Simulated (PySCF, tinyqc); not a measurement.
RHF in the sto-3g basis, for LiH, spin multiplicity 1, step by step (part 1 of 2). The lowest restricted solution is unstable here: a spin-polarised one lies 0.0420 hartree lower (PySCF). Computed by tinyqc, a small Python program that keeps every step (integrals from PySCF). Settings: charge = 0, multiplicity = 1, basis = sto-3g, energy threshold = 1e-09, iteration cap = 67, orthogonalisation = symmetric, start = random, DIIS depth = 6, shift = 0.2, method = RHF. Command: `OMP_NUM_THREADS=1 python tinyqc.py 25941 25942 out.jsonl` (the two numbers bound the seeds that draw the settings). One thread of a shared host (Intel(R) Xeon(R) Processor @ 2.60GHz), about 0.06 s of CPU time with the checks. Later iterations appear only in the table of the cycle.

## One-electron integrals

Geometry (angstrom):
```
atom         x         y         z
Li    0.000000  0.000000  0.000000
H     0.000000  0.000000  2.650000
```

Basis sto-3g: exponents (1/bohr^2) and contraction coefficients of normalised primitives:
```
element  l (shell)   exponent  coefficient
Li           s (1)  16.119575     0.154329
Li           s (1)   2.936201     0.535328
Li           s (1)   0.794651     0.444635
Li           s (2)   0.636290    -0.099967
Li           s (2)   0.147860     0.399513
Li           s (2)   0.048089     0.700115
Li           p (3)   0.636290     0.155916
Li           p (3)   0.147860     0.607684
Li           p (3)   0.048089     0.391957
H            s (1)   3.425251     0.154329
H            s (1)   0.623914     0.535328
H            s (1)   0.168855     0.444635
```

Overlap, kinetic and nuclear-attraction integrals over the contracted functions; the nuclear repulsion is the sum of Za Zb / Rab.

nuclear repulsion = 0.59906854 hartree

overlap S, lower triangle:
```
           1Li 1s    1Li 2s   1Li 2px   1Li 2py   1Li 2pz     2H 1s
1Li 1s   1.000000
1Li 2s   0.241137  1.000000
1Li 2px  0.000000  0.000000  1.000000
1Li 2py  0.000000  0.000000  0.000000  1.000000
1Li 2pz  0.000000  0.000000  0.000000  0.000000  1.000000
2H 1s    0.005446  0.172440  0.000000  0.000000  0.261929  1.000000
```

kinetic energy T (hartree), lower triangle:
```
            1Li 1s    1Li 2s   1Li 2px   1Li 2py   1Li 2pz     2H 1s
1Li 1s    3.576786
1Li 2s   -0.020237  0.102163
1Li 2px   0.000000  0.000000  0.319682
1Li 2py   0.000000  0.000000  0.000000  0.319682
1Li 2pz   0.000000  0.000000  0.000000  0.000000  0.319682
2H 1s    -0.003551  0.001398  0.000000  0.000000  0.017521  0.760032
```

nuclear attraction V (hartree), lower triangle:
```
            1Li 1s     1Li 2s    1Li 2px    1Li 2py    1Li 2pz      2H 1s
1Li 1s   -8.182571
1Li 2s   -1.012496  -1.403708
1Li 2px   0.000000   0.000000  -1.378576
1Li 2py   0.000000   0.000000   0.000000  -1.378576
1Li 2pz  -0.005871  -0.066618   0.000000   0.000000  -1.424596
2H 1s    -0.020538  -0.240758   0.000000   0.000000  -0.368634  -1.825678
```

core Hamiltonian H = T + V (hartree), lower triangle:
```
            1Li 1s     1Li 2s    1Li 2px    1Li 2py    1Li 2pz      2H 1s
1Li 1s   -4.605784
1Li 2s   -1.032733  -1.301544
1Li 2px   0.000000   0.000000  -1.058895
1Li 2py   0.000000   0.000000   0.000000  -1.058895
1Li 2pz  -0.005871  -0.066618   0.000000   0.000000  -1.104914
2H 1s    -0.024090  -0.239360   0.000000   0.000000  -0.351113  -1.065646
```

## Two-electron integrals

Functions are numbered as in S; the eight-fold symmetry (ij|kl) = (ji|kl) = (kl|ij) leaves the list below.

Two-electron integrals (ij|kl) in chemists' order, unique and non-zero (hartree):
```
(11|11) 1.680395   (21|11) 0.265420   (21|21) 0.049941   (22|11) 0.397727
(22|21) 0.092860   (22|22) 0.290562   (31|31) 0.008981   (32|31) 0.013788
(32|32) 0.064184   (33|11) 0.396640   (33|21) 0.092880   (33|22) 0.290497
(33|33) 0.312946   (41|41) 0.008981   (42|41) 0.013788   (42|42) 0.064184
(43|43) 0.016869   (44|11) 0.396640   (44|21) 0.092880   (44|22) 0.290497
(44|33) 0.279207   (44|44) 0.312946   (51|51) 0.008981   (52|51) 0.013788
(52|52) 0.064184   (53|53) 0.016869   (54|54) 0.016869   (55|11) 0.396640
(55|21) 0.092880   (55|22) 0.290497   (55|33) 0.279207   (55|44) 0.279207
(55|55) 0.312946   (61|11) 0.005421   (61|21) 0.001049   (61|22) 0.002065
(61|33) 0.002032   (61|44) 0.002032   (61|51) 0.000161   (61|52) 0.000325
(61|55) 0.002132   (61|61) 0.000026   (62|11) 0.043725   (62|21) 0.010481
(62|22) 0.039367   (62|33) 0.036988   (62|44) 0.036988   (62|51) 0.001488
(62|52) 0.012498   (62|55) 0.044081   (62|61) 0.000282   (62|62) 0.013082
(63|31) 0.000428   (63|32) 0.002754   (63|53) 0.001416   (63|63) 0.000505
(64|41) 0.000428   (64|42) 0.002754   (64|54) 0.001416   (64|64) 0.000505
(65|11) 0.064248   (65|21) 0.015443   (65|22) 0.058858   (65|33) 0.054954
(65|44) 0.054954   (65|51) 0.002291   (65|52) 0.019466   (65|55) 0.066601
(65|61) 0.000421   (65|62) 0.020512   (65|65) 0.032237   (66|11) 0.199686
(66|21) 0.048149   (66|22) 0.195368   (66|33) 0.181211   (66|44) 0.181211
(66|51) 0.005866   (66|52) 0.064253   (66|55) 0.223382   (66|61) 0.001277
(66|62) 0.089292   (66|65) 0.142150   (66|66) 0.774606
```

## Orthogonalisation

S = U s U^T; symmetric (Loewdin) form X = U s^(-1/2) U^T, so that X^T S X = 1.

eigenvalues of S: 0.649688  0.818482  1.000000  1.000000  1.176615  1.355215

X, lower triangle:
```
            1Li 1s     1Li 2s   1Li 2px   1Li 2py    1Li 2pz     2H 1s
1Li 1s    1.023189
1Li 2s   -0.127406   1.035751
1Li 2px   0.000000   0.000000  1.000000
1Li 2py   0.000000   0.000000  0.000000  1.000000
1Li 2pz  -0.003271   0.018976  0.000000  0.000000   1.027761
2H 1s     0.014563  -0.095046  0.000000  0.000000  -0.139797  1.040186
```

## Starting guess

The start is random orthonormal orbitals; D = 2 C_occ C_occ^T.

D at the start, lower triangle:
```
            1Li 1s     1Li 2s    1Li 2px    1Li 2py    1Li 2pz     2H 1s
1Li 1s    1.646098
1Li 2s   -0.939604   0.703157
1Li 2px   0.199668   0.062173   0.210203
1Li 2py   0.431415  -0.579123  -0.299133   0.777244
1Li 2pz  -0.479085  -0.007922  -0.355217   0.435895   0.614055
2H 1s     0.538745   0.032090   0.423928  -0.536430  -0.729623  0.867672
```

## Iteration 1: building the Fock matrix

J_ij = sum D_kl (ij|kl), K_ij = sum D_kl (ik|jl); F = H + J - 0.5 K; E = tr D H + tr D J / 2 - 0.25 tr D K + E_nn.

Coulomb J (hartree), lower triangle:
```
            1Li 1s     1Li 2s    1Li 2px    1Li 2py   1Li 2pz     2H 1s
1Li 1s    3.270355
1Li 2s    0.578146   1.238115
1Li 2px   0.005664   0.015823   1.218477
1Li 2py  -0.008680  -0.065399  -0.010092   1.237608
1Li 2pz  -0.006808   0.014270  -0.010784   0.013187  1.252261
2H 1s     0.012101   0.190619  -0.000065  -0.002128  0.288849  1.156842
```

exchange K (hartree), lower triangle:
```
            1Li 1s     1Li 2s    1Li 2px    1Li 2py    1Li 2pz     2H 1s
1Li 1s    2.322511
1Li 2s    0.127101   0.221740
1Li 2px   0.088664   0.060198   0.122266
1Li 2py   0.111897  -0.180705  -0.088566   0.290154
1Li 2pz  -0.162828  -0.071070  -0.081274   0.098819   0.177330
2H 1s     0.050730   0.072584   0.059973  -0.094861  -0.010037  0.500056
```

Fock matrix F (hartree), lower triangle:
```
            1Li 1s     1Li 2s    1Li 2px    1Li 2py    1Li 2pz      2H 1s
1Li 1s   -2.496685
1Li 2s   -0.518137  -0.174300
1Li 2px  -0.038668  -0.014276   0.098450
1Li 2py  -0.064628   0.024953   0.034191   0.033637
1Li 2pz   0.068734  -0.016813   0.029854  -0.036223   0.058682
2H 1s    -0.037354  -0.085033  -0.030051   0.045302  -0.057245  -0.158832
```

total energy of this density = -5.55973462 hartree

## Iteration 1: diagonalisation and new density

A level shift of 0.2 hartree raises the virtual space: F + shift (S - S D(s) S), with D(s) the density of one spin (D/2). Diagonalise F' = X^T F X, C = X C', fill 2 alpha and 2 beta electrons from the bottom; D = 2 C_occ C_occ^T. Each column has its largest component positive (the first on a tie).

F' = X^T F X (hartree), lower triangle:
```
           1          2          3          4         5          6
1  -2.423005
2  -0.145753   0.071800
3  -0.058723  -0.018951   0.277429
4  -0.104460   0.086054   0.064104   0.155913
5   0.115340  -0.000504   0.064348  -0.079330  0.231978
6  -0.067318  -0.083406  -0.072271   0.101253  0.005818  -0.007186
```

orbital energies (hartree): MO1 -2.443340, MO2 -0.145902, MO3 0.120874, MO4 0.140180, MO5 0.301295, MO6 0.333823

coefficients C:
```
               MO1        MO2        MO3        MO4        MO5        MO6
1Li 1s    1.012449  -0.088568  -0.132071  -0.046307  -0.101413   0.024561
1Li 2s   -0.070755   0.400382   0.885638   0.291168   0.250955  -0.031333
1Li 2px   0.022844   0.227214  -0.114183  -0.313814   0.506099   0.761708
1Li 2py   0.035142  -0.465518  -0.154987   0.506718   0.694417  -0.138052
1Li 2pz  -0.049879  -0.229134   0.105860   0.623341  -0.454216   0.644317
2H 1s     0.044947   0.718224  -0.668246   0.257142   0.088956  -0.268929
```

D after iteration 1, lower triangle:
```
            1Li 1s     1Li 2s    1Li 2px    1Li 2py    1Li 2pz     2H 1s
1Li 1s    2.065793
1Li 2s   -0.214193   0.330624
1Li 2px   0.006009   0.178712   0.104296
1Li 2py   0.153618  -0.377743  -0.209939   0.435884
1Li 2pz  -0.060411  -0.176424  -0.106404   0.209826   0.109981
2H 1s    -0.036211   0.568767   0.328435  -0.665533  -0.333623  1.035731
```

## Iteration 2: building the Fock matrix

As before.

Coulomb J (hartree), lower triangle:
```
            1Li 1s     1Li 2s    1Li 2px    1Li 2py   1Li 2pz     2H 1s
1Li 1s    3.960322
1Li 2s    0.669409   1.274486
1Li 2px   0.005317   0.024916   1.253626
1Li 2py  -0.008227  -0.047920  -0.007083   1.264814
1Li 2pz   0.000278   0.043441  -0.002660   0.005194  1.297786
2H 1s     0.013992   0.212749   0.001020  -0.002027  0.324453  1.364466
```

exchange K (hartree), lower triangle:
```
            1Li 1s     1Li 2s    1Li 2px    1Li 2py   1Li 2pz     2H 1s
1Li 1s    3.380717
1Li 2s    0.497284   0.250418
1Li 2px   0.022309   0.077080   0.078395
1Li 2py   0.020380  -0.144042  -0.062158   0.176571
1Li 2pz  -0.037727  -0.029003  -0.012990   0.024608  0.088324
2H 1s     0.018218   0.183591   0.060801  -0.123745  0.110621  0.809702
```

Fock matrix F (hartree), lower triangle:
```
            1Li 1s     1Li 2s    1Li 2px    1Li 2py    1Li 2pz      2H 1s
1Li 1s   -2.335821
1Li 2s   -0.611966  -0.152268
1Li 2px  -0.005837  -0.013624   0.155534
1Li 2py  -0.018417   0.024101   0.023996   0.117634
1Li 2pz   0.013270  -0.008676   0.003835  -0.007110   0.148710
2H 1s    -0.019207  -0.118406  -0.029381   0.059845  -0.081971  -0.106031
```

total energy of this density = -7.48595642 hartree

## Iteration 2: DIIS over 2 matrices

error matrix X^T (FDS - SDF) X:
```
           1          2          3          4          5          6
1   0.000000   0.367241  -0.118131  -0.101248   0.198505  -0.222267
2  -0.367241   0.000000  -0.053844   0.056013   0.123641  -0.041551
3   0.118131   0.053844   0.000000   0.000000   0.036615   0.050278
4   0.101248  -0.056013   0.000000   0.000000  -0.073884  -0.104806
5  -0.198505  -0.123641  -0.036615   0.073884   0.000000  -0.143548
6   0.222267   0.041551  -0.050278   0.104806   0.143548   0.000000
```

B (overlaps of the stored error matrices):
```
               1              2
1  1.1189903e+01  2.4478478e+00
2  2.4478478e+00  6.2369270e-01
```

Minimise |sum c_i e_i|^2 with sum c_i = 1: solve [B -1; -1 0][c; lambda] = [0; -1] with B_ij = tr e_i^T e_j, and take F = sum c_i F_i.

DIIS coefficients: -0.263686  1.263686

extrapolated F (hartree), lower triangle:
```
            1Li 1s     1Li 2s    1Li 2px   1Li 2py    1Li 2pz      2H 1s
1Li 1s   -2.293403
1Li 2s   -0.636707  -0.146458
1Li 2px   0.002820  -0.013452   0.170586
1Li 2py  -0.006232   0.023876   0.021308  0.139782
1Li 2pz  -0.001356  -0.006530  -0.003025  0.000567   0.172449
2H 1s    -0.014422  -0.127206  -0.029204  0.063680  -0.088490  -0.092108
```

## Iteration 2: diagonalisation and new density

As before.

F' = X^T F X (hartree), lower triangle:
```
           1          2          3          4          5         6
1  -2.236136
2  -0.376538   0.156619
3   0.001504  -0.032263   0.360157
4  -0.019328   0.060925   0.042302   0.296194
5   0.000200   0.035050   0.007003  -0.020046   0.402237
6   0.028216  -0.192774  -0.061216   0.130080  -0.091786  0.051798
```

orbital energies (hartree): MO1 -2.294044, MO2 -0.143255, MO3 0.289637, MO4 0.323291, MO5 0.381091, MO6 0.474149

coefficients C:
```
               MO1        MO2        MO3        MO4        MO5        MO6
1Li 1s    0.991981  -0.126290  -0.189276  -0.128419  -0.006211  -0.105077
1Li 2s    0.031274   0.439782   0.713645   0.465186   0.013930   0.422063
1Li 2px   0.001239   0.152987   0.089915  -0.384727   0.902025   0.082730
1Li 2py   0.003751  -0.315764  -0.176118   0.786917   0.430123  -0.254983
1Li 2pz  -0.002465  -0.010337  -0.532262   0.142230   0.034926   0.878261
2H 1s     0.000592   0.763895  -0.427504   0.031798  -0.019663  -0.585733
```

D after iteration 2, lower triangle:
```
            1Li 1s     1Li 2s    1Li 2px    1Li 2py    1Li 2pz     2H 1s
1Li 1s    1.999951
1Li 2s   -0.049034   0.388773
1Li 2px  -0.036184   0.134640   0.046813
1Li 2py   0.087198  -0.277500  -0.096606   0.199442
1Li 2pz  -0.002280  -0.009246  -0.003169   0.006510   0.000226
2H 1s    -0.191771   0.671932   0.233734  -0.482416  -0.015796  1.167071
```

## Iteration 3: building the Fock matrix

As before.

Coulomb J (hartree), lower triangle:
```
            1Li 1s     1Li 2s    1Li 2px    1Li 2py   1Li 2pz     2H 1s
1Li 1s    3.874768
1Li 2s    0.654312   1.249153
1Li 2px   0.003263   0.017573   1.226165
1Li 2py  -0.006499  -0.035875  -0.003259   1.231314
1Li 2pz   0.008416   0.089794   0.000555  -0.001147  1.282936
2H 1s     0.013883   0.231640   0.000938  -0.001923  0.355322  1.533090
```

exchange K (hartree), lower triangle:
```
            1Li 1s     1Li 2s    1Li 2px    1Li 2py   1Li 2pz     2H 1s
1Li 1s    3.355663
1Li 2s    0.548521   0.283314
1Li 2px   0.000260   0.053184   0.063664
1Li 2py   0.004582  -0.108295  -0.028603   0.108853
1Li 2pz  -0.003247   0.064111   0.012237  -0.025267  0.106587
2H 1s     0.008158   0.250422   0.047556  -0.098110  0.222470  1.023896
```

Fock matrix F (hartree), lower triangle:
```
            1Li 1s     1Li 2s    1Li 2px   1Li 2py    1Li 2pz      2H 1s
1Li 1s   -2.408848
1Li 2s   -0.652681  -0.194048
1Li 2px   0.003133  -0.009019   0.135438
1Li 2py  -0.008790   0.018272   0.011042  0.117993
1Li 2pz   0.004168  -0.008879  -0.005564  0.011487   0.124728
2H 1s    -0.014286  -0.132930  -0.022840  0.047132  -0.107027  -0.044504
```

total energy of this density = -7.65790808 hartree

## Iteration 3: DIIS over 3 matrices

error matrix X^T (FDS - SDF) X:
```
           1          2          3          4          5          6
1   0.000000   0.009977  -0.005646  -0.015567  -0.001640   0.005608
2  -0.009977   0.000000  -0.030542   0.058695   0.061234  -0.087679
3   0.005646   0.030542   0.000000   0.000000   0.024143   0.019958
4   0.015567  -0.058695   0.000000   0.000000  -0.049821  -0.041077
5   0.001640  -0.061234  -0.024143   0.049821   0.000000  -0.113453
6  -0.005608   0.087679  -0.019958   0.041077   0.113453   0.000000
```

B (overlaps of the stored error matrices), lower triangle:
```
               1              2              3
1  1.1189903e+01
2  2.4478478e+00  6.2369270e-01
3  1.2486658e-01  9.3280985e-02  6.8490020e-02
```

As before.

DIIS coefficients: 0.100057  -0.503820  1.403763

extrapolated F (hartree), lower triangle:
```
            1Li 1s     1Li 2s    1Li 2px   1Li 2py    1Li 2pz      2H 1s
1Li 1s   -2.454430
1Li 2s   -0.659733  -0.213122
1Li 2px   0.003470  -0.007224   0.121613
1Li 2py  -0.009527   0.016004   0.006832  0.109734
1Li 2pz   0.006042  -0.009776  -0.006755  0.016082   0.106037
2H 1s    -0.014115  -0.135456  -0.020267  0.040544  -0.114670  -0.024945
```

## Iteration 3: diagonalisation and new density

As before.

F' = X^T F X (hartree), lower triangle:
```
           1          2          3         4          5         6
1  -2.397472
2  -0.386769   0.079826
3   0.006212  -0.021052   0.316932
4  -0.016653   0.044856   0.016493  0.289789
5   0.002479   0.011718  -0.006963  0.016781   0.343168
6   0.040220  -0.214793  -0.043626  0.088267  -0.153648  0.108508
```

orbital energies (hartree): MO1 -2.456522, MO2 -0.148544, MO3 0.242681, MO4 0.309647, MO5 0.324701, MO6 0.468787

coefficients C:
```
               MO1        MO2        MO3        MO4        MO5        MO6
1Li 1s    0.992329  -0.152330  -0.202524  -0.023144   0.000570  -0.117892
1Li 2s    0.030111   0.552975   0.753928   0.071262  -0.004341   0.467132
1Li 2px  -0.001148   0.107609  -0.075919  -0.400705   0.904377   0.064753
1Li 2py   0.003656  -0.223446   0.152536   0.856200   0.426529  -0.108565
1Li 2pz  -0.001688   0.139761  -0.565135   0.247909  -0.013086   0.821987
2H 1s    -0.002941   0.673723  -0.321717   0.137436   0.006063  -0.731053
```

D after iteration 3, lower triangle:
```
            1Li 1s     1Li 2s    1Li 2px    1Li 2py   1Li 2pz     2H 1s
1Li 1s    2.015842
1Li 2s   -0.108710   0.613376
1Li 2px  -0.035063   0.118941   0.023162
1Li 2py   0.075332  -0.246900  -0.048098   0.099883
1Li 2pz  -0.045931   0.154467   0.030083  -0.062471  0.039072
2H 1s    -0.211094   0.744927   0.145004  -0.301103  0.188331  0.907823
```

## Iteration 4: building the Fock matrix

As before.

Coulomb J (hartree), lower triangle:
```
            1Li 1s     1Li 2s    1Li 2px    1Li 2py   1Li 2pz     2H 1s
1Li 1s    3.906297
1Li 2s    0.660902   1.264192
1Li 2px   0.002774   0.015100   1.243054
1Li 2py  -0.005713  -0.031276  -0.001623   1.245643
1Li 2pz   0.011772   0.102707   0.001426  -0.002961  1.296788
2H 1s     0.014113   0.228168   0.000857  -0.001777  0.348996  1.451478
```

exchange K (hartree), lower triangle:
```
            1Li 1s     1Li 2s    1Li 2px    1Li 2py   1Li 2pz     2H 1s
1Li 1s    3.361151
1Li 2s    0.546065   0.339923
1Li 2px  -0.001178   0.044209   0.068984
1Li 2py   0.003479  -0.091502  -0.014241   0.091699
1Li 2pz  -0.002789   0.130057   0.017081  -0.035470  0.151165
2H 1s     0.008551   0.278376   0.032686  -0.067864  0.259188  0.904875
```

Fock matrix F (hartree), lower triangle:
```
            1Li 1s     1Li 2s    1Li 2px   1Li 2py    1Li 2pz      2H 1s
1Li 1s   -2.380063
1Li 2s   -0.644863  -0.207314
1Li 2px   0.003363  -0.007004   0.149668
1Li 2py  -0.007453   0.014475   0.005498  0.140899
1Li 2pz   0.007295  -0.028939  -0.007115  0.014774   0.116291
2H 1s    -0.014252  -0.150380  -0.015486  0.032155  -0.131711  -0.066605
```

total energy of this density = -7.71852967 hartree

## Iteration 4: DIIS over 4 matrices

error matrix X^T (FDS - SDF) X:
```
           1          2          3          4          5          6
1   0.000000   0.006053   0.002154  -0.009919  -0.008781  -0.002023
2  -0.006053   0.000000  -0.024246   0.049465   0.037652  -0.014363
3  -0.002154   0.024246   0.000000   0.000000   0.016205   0.027515
4   0.009919  -0.049465   0.000000   0.000000  -0.033645  -0.057101
5   0.008781  -0.037652  -0.016205   0.033645   0.000000  -0.052911
6   0.002023   0.014363  -0.027515   0.057101   0.052911   0.000000
```

B (overlaps of the stored error matrices), lower triangle:
```
               1              2              3              4
1  1.1189903e+01
2  2.4478478e+00  6.2369270e-01
3  1.2486658e-01  9.3280985e-02  6.8490020e-02
4  6.5173204e-02  5.8099259e-02  3.6758863e-02  2.6182352e-02
```

As before.

DIIS coefficients: 0.134351  -0.648967  -0.057076  1.571692

extrapolated F (hartree), lower triangle:
```
            1Li 1s     1Li 2s    1Li 2px   1Li 2py    1Li 2pz      2H 1s
1Li 1s   -2.422800
1Li 2s   -0.648741  -0.239359
1Li 2px   0.003700  -0.003570   0.139792
1Li 2py  -0.007942   0.009420  -0.002969  0.142893
1Li 2pz   0.011851  -0.041605  -0.009343  0.022313   0.087031
2H 1s    -0.014138  -0.163347  -0.008006  0.015097  -0.155395  -0.054672
```
